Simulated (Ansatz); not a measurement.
`N#CC(Cl)(Cl)Cl`, charge 0, multiplicity 1.

(1) Give a relaxed structure at PBE0-D4/def2-TZVP (the Gaussian-basis code of Ansatz). (Estimate.)

Answers

(1) Ansatz gave: 
Cartesian coordinates in Å:
```
N -1.4089 0.3463 1.6684
C -0.6769 0.1661 0.8019
C 0.2505 -0.0616 -0.2967
Cl 0.5830 1.4832 -1.0874
Cl -0.4907 -1.1861 -1.4405
Cl 1.7430 -0.7480 0.3543
```
Point group C3v.
